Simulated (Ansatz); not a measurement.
Cubic perovskite BaTiO3 (cubic high-temperature phase), treated with r²SCAN in Ansatz (PAW).

Numerical settings: plane-wave cutoff 560 eV, 8×8×8 k mesh, Fermi–Dirac smearing 0.01 eV, no spin polarisation, scalar-relativistic PAW data made under PBE.

Response to compression and expansion:

```csv
V (Å³/atom),P (GPa),direct gap at Γ (eV),smallest gap on the k mesh (eV)
11.978,12.83,2.359,2.327
12.233,8.08,2.335,2.275
12.488,3.82,2.308,2.224
12.743,0.00,2.281,2.173
12.997,-3.42,2.252,2.123
13.252,-6.49,2.221,2.074
13.507,-9.24,2.190,2.026
```

The fundamental gap (2.17 eV at the equilibrium volume, with added k points) lies elsewhere than Γ–Γ.

Measured, for comparison: band gap 3.2 eV (temperature not stated, not corrected to a static lattice; as tabulated in Matsushita et al. (2011), arXiv:1104.2769).

Note: the relaxation could not lower the start's symmetry, so the cell can be a saddle point above a distorted one.

Spin–orbit coupling is not included.

Ansatz is a program for electronic structure.
